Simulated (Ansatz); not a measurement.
hcp Lu, treated with revPBE (plane waves, PAW; Ansatz, a first-principles code).

Run with plane-wave cutoff 520 eV, 18×18×10 k mesh (along the axes of the cell as run), Fermi–Dirac smearing 0.05 eV, scalar-relativistic PAW data made under PBE.

Cell (relaxed at this level):

```cif
data_Lu2
_chemical_formula_sum 'Lu2'
_space_group_name_H-M_alt 'P63/mmc'
_space_group_IT_number 194
_space_group_name_Hall '-P 6c 2c'
_cell_length_a 3.54327
_cell_length_b 3.54327
_cell_length_c 5.53330
_cell_angle_alpha 90.000
_cell_angle_beta 90.000
_cell_angle_gamma 120.000
loop_
_atom_site_label
_atom_site_type_symbol
_atom_site_symmetry_multiplicity
_atom_site_Wyckoff_symbol
_atom_site_fract_x
_atom_site_fract_y
_atom_site_fract_z
_atom_site_occupancy
Lu1 Lu 2 c 0.33333 0.66667 0.25000 1
```

What does this level give for the bulk modulus B0 and pressure derivative B′ of the bulk modulus?


* **bulk modulus B0**: 43.4 GPa
* **pressure derivative B′ of the bulk modulus**: 3.5

The run finds no gap.

Measured, for comparison: bulk modulus 47.6 GPa (room temperature, no zero-point or thermal correction; as tabulated in Wikipedia's data pages). Computed (rounded) less measured: bulk modulus -9 %.

Note: the bulk modulus comes from volumes at which shape and atoms were relaxed.

Spin–orbit coupling is not included.

It cost roughly 7 core-minutes of CPU time.
